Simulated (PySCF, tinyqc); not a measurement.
Worked calculation: RHF in the sto-3g basis, for H2O, spin multiplicity 1. The lowest restricted solution is unstable here: a spin-polarised one lies 0.0124 hartree lower (PySCF). One step of it, computed by the program tinyqc.

Problem. Iteration 2: DIIS coefficients. Solve [B -1; -1 0][c; lambda] = [0; -1] for the coefficients, which sum to one.

B (overlaps of the stored error matrices):
```
[[3.5203148e-01, -2.6562004e-01],
 [-2.6562004e-01, 1.5862534e+00]]
```

Give: DIIS coefficients.

Solution.

DIIS coefficients: [0.750, 0.250]
